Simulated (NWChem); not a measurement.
System: AlCl3; SMILES [Cl][Al]([Cl])[Cl]

Excerpt of the output:

```
             Northwest Computational Chemistry Package (NWChem) 7.3.0
             --------------------------------------------------------

 C3  symmetry detected

                             Geometry "geometry" -> ""
                             -------------------------

 Output coordinates in angstroms (scale by  1.889725989 to convert to a.u.)

  No.       Tag          Charge          X              Y              Z
 ---- ---------------- ---------- -------------- -------------- --------------
    1 Al                  13.0000     0.00000000    -0.00000000     0.00773315
    2 Cl                  17.0000    -1.98078625     0.44330733    -0.00197119
    3 Cl                  17.0000     1.37430853     1.49375755    -0.00197119
    4 Cl                  17.0000     0.60647772    -1.93706488    -0.00197119

 Effective nuclear repulsion energy (a.u.)     303.3455572587

      Symmetry information
      --------------------

 Group name             C3
 Group number              5
 Group order               3
 No. of unique centers     2

                                Z-matrix (autoz)
                                --------

 Units are Angstrom for bonds and degrees for angles

      Type          Name      I     J     K     L     M      Value
      ----------- --------  ----- ----- ----- ----- ----- ----------
    1 Stretch                  1     2                       2.02981
    2 Stretch                  1     3                       2.02981
    3 Stretch                  1     4                       2.02981
    4 Bend                     2     1     3               119.99773
    5 Bend                     2     1     4               119.99773
    6 Bend                     3     1     4               119.99773
    7 Torsion                  2     1     3     4        -179.05111
    8 Torsion                  2     1     4     3         179.05111
    9 Torsion                  3     1     2     4         179.05111
   10 Torsion                  2     4     1     3        -179.05111
   11 Torsion                  3     2     1     4        -179.05111
   12 Torsion                  2     3     1     4         179.05111

  pbe96 is a nonlocal functional; adding pw91lda local functional.

                           NWChem Geometry Optimization
                           ----------------------------

 maximum gradient threshold         (gmax) =   0.000450
 rms gradient threshold             (grms) =   0.000300
 maximum cartesian step threshold   (xmax) =   0.001800
 rms cartesian step threshold       (xrms) =   0.001200
 fixed trust radius                (trust) =   0.050000
 source of zmatrix                         =   autoz

          -------------------
          Energy Minimization
          -------------------

 Using diagonal initial Hessian
 Scaling for Hessian diagonals: bonds = 1.00  angles = 0.25  torsions = 0.10

          --------
          Step   0

                                 NWChem DFT Module
                                 -----------------

[...]

      ----------------------
      Optimization converged
      ----------------------

  Step       Energy      Delta E   Gmax     Grms     Xrms     Xmax
  ---- ---------------- -------- -------- -------- -------- --------
@    3   -1622.45439093 -2.4D-07  0.00002  0.00001  0.00033  0.00099
                                     ok       ok       ok       ok

                                Z-matrix (autoz)
                                --------

 Units are Angstrom for bonds and degrees for angles

      Type          Name      I     J     K     L     M      Value     Gradient
      ----------- --------  ----- ----- ----- ----- ----- ---------- ----------
    1 Stretch                  1     2                       2.09363    0.00001
    2 Stretch                  1     3                       2.09363    0.00001
    3 Stretch                  1     4                       2.09363    0.00001
    4 Bend                     2     1     3               119.99983   -0.00000
    5 Bend                     2     1     4               119.99983   -0.00000
    6 Bend                     3     1     4               119.99983   -0.00000
    7 Torsion                  2     1     3     4        -179.74328    0.00002
    8 Torsion                  2     1     4     3         179.74328   -0.00002
    9 Torsion                  3     1     2     4         179.74328   -0.00002
   10 Torsion                  2     4     1     3        -179.74328    0.00002
   11 Torsion                  3     2     1     4        -179.74328    0.00002
   12 Torsion                  2     3     1     4         179.74328   -0.00002

                         Geometry "geometry" -> "geometry"
                         ---------------------------------

 Output coordinates in angstroms (scale by  1.889725989 to convert to a.u.)

  No.       Tag          Charge          X              Y              Z
 ---- ---------------- ---------- -------------- -------------- --------------
    1 Al                  13.0000     0.00000000     0.00000000     0.00248589
    2 Cl                  17.0000    -2.04308760     0.45725060    -0.00022211
    3 Cl                  17.0000     1.41753444     1.54074046    -0.00022211
    4 Cl                  17.0000     0.62555316    -1.99799106    -0.00022211

 Effective nuclear repulsion energy (a.u.)     294.0971964900

      Symmetry information
      --------------------

 Group name             C3
 Group number              5
 Group order               3
 No. of unique centers     2

                Final and change from initial internal coordinates
                --------------------------------------------------

                                Z-matrix (autoz)
                                --------

 Units are Angstrom for bonds and degrees for angles

[...]
```

Level: PBE/6-31G* (spherical d). 

Task: Reconstruct the input file.

Result: This is not unique; one that fits is the input that was run:
```
start job
memory heap 200 mb stack 900 mb global 1100 mb
geometry units angstroms
  Al    -0.002904     0.003315     0.008346
  Cl    -1.713645    -1.074518    -0.169900
  Cl     0.088333     1.891747    -0.730430
  Cl     1.625543    -0.817514     0.899620
end
basis spherical
  Al library 6-31g*
  Cl library 6-31g*
end
dft
  xc xpbe96 cpbe96
  iterations 150
end
driver
  maxiter 150
  trust 0.05
end
task dft optimize
```
